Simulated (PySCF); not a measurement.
## How the method moves the HOMO and LUMO of `C=C(C)/C=C/Cl`

Compound: C5H7Cl.
Numbering: `[CH2:1]=[C:2]([CH3:3])/[CH:4]=[CH:5]/[Cl:6]` (hydrogens: H7, H8 on C1; H9, H10, H11 on C3; H12 on C4; H13 on C5)

Cartesian coordinates in Å at the PBE0-D3(BJ)/def2-SVP level; atoms count from 1:
```xyz
13
C5H7Cl angstrom
C     -1.115    1.452    0.508
C     -0.426    0.355    0.143
C     -1.105   -0.958   -0.109
C      1.025    0.440   -0.014
C      1.813   -0.583   -0.371
Cl     3.521   -0.436   -0.545
H     -2.200    1.426    0.634
H     -0.611    2.405    0.689
H     -0.719   -1.741    0.565
H     -0.929   -1.304   -1.141
H     -2.189   -0.880    0.045
H      1.489    1.412    0.177
H      1.445   -1.589   -0.582
```

Basis pcSseg-1 throughout (PySCF), one geometry. One conformer (not necessarily the lowest) at the PBE0-D3(BJ)/def2-SVP geometry, without solvent, vibrations or thermal averaging.

**Question.** How do the orbital energies, the gap and the dipole change with the method?

**Answer.** 
```json
{"method": "BLYP", "kind": "GGA", "HOMO (eV)": "-5.49", "LUMO (eV)": "-1.79", "gap (eV)": "3.70", "μ (D)": "1.54", "SCF cycles": "16"}
{"method": "B97-D", "kind": "GGA", "HOMO (eV)": "-5.61", "LUMO (eV)": "-1.87", "gap (eV)": "3.75", "μ (D)": "1.61", "SCF cycles": "16"}
{"method": "OPBE", "kind": "GGA", "HOMO (eV)": "-5.65", "LUMO (eV)": "-1.88", "gap (eV)": "3.77", "μ (D)": "1.62", "SCF cycles": "16"}
{"method": "KT3", "kind": "GGA", "HOMO (eV)": "-5.67", "LUMO (eV)": "-1.90", "gap (eV)": "3.77", "μ (D)": "1.59", "SCF cycles": "15"}
{"method": "PBE", "kind": "GGA", "HOMO (eV)": "-5.67", "LUMO (eV)": "-1.96", "gap (eV)": "3.71", "μ (D)": "1.57", "SCF cycles": "16"}
{"method": "KT2", "kind": "GGA", "HOMO (eV)": "-5.69", "LUMO (eV)": "-1.94", "gap (eV)": "3.75", "μ (D)": "1.62", "SCF cycles": "17"}
{"method": "BP86", "kind": "GGA", "HOMO (eV)": "-5.78", "LUMO (eV)": "-2.07", "gap (eV)": "3.71", "μ (D)": "1.60", "SCF cycles": "16"}
{"method": "LDA", "kind": "LDA", "HOMO (eV)": "-5.86", "LUMO (eV)": "-2.19", "gap (eV)": "3.67", "μ (D)": "1.61", "SCF cycles": "16"}
{"method": "B3LYP", "kind": "global hybrid", "HOMO (eV)": "-6.47", "LUMO (eV)": "-1.26", "gap (eV)": "5.21", "μ (D)": "1.68", "SCF cycles": "14"}
{"method": "PBE0", "kind": "global hybrid", "HOMO (eV)": "-6.70", "LUMO (eV)": "-1.09", "gap (eV)": "5.61", "μ (D)": "1.74", "SCF cycles": "14"}
{"method": "mPW1PW91", "kind": "global hybrid", "HOMO (eV)": "-6.72", "LUMO (eV)": "-1.10", "gap (eV)": "5.62", "μ (D)": "1.75", "SCF cycles": "14"}
{"method": "HF", "kind": "Hartree–Fock", "HOMO (eV)": "-8.80", "LUMO (eV)": "2.65", "gap (eV)": "11.45", "μ (D)": "2.04", "SCF cycles": "11"}
```

The HOMO spans 3.31 eV, from BLYP down to HF, and the gap runs from 3.67 eV (LDA) to 11.45 eV (HF). Over the methods BLYP (0 %), B97-D (0 %), OPBE (0 %), KT3 (0 %), PBE (0 %), KT2 (0 %), BP86 (0 %), LDA (0 %), B3LYP (20 %), PBE0 (25 %), mPW1PW91 (25 %), HF (100 %), a straight line through the gap against the share of exact exchange rises by 0.77 eV for each 10 % (correlation coefficient 1.000). The dipole ranges from 1.54 D (BLYP) to 2.04 D (HF). This basis has no diffuse functions.

The vertical ΔSCF ionisation energy at wB97X-D/def2-SVPD is 8.63 eV; −ε(HOMO) comes closest to it with HF (8.80 eV).
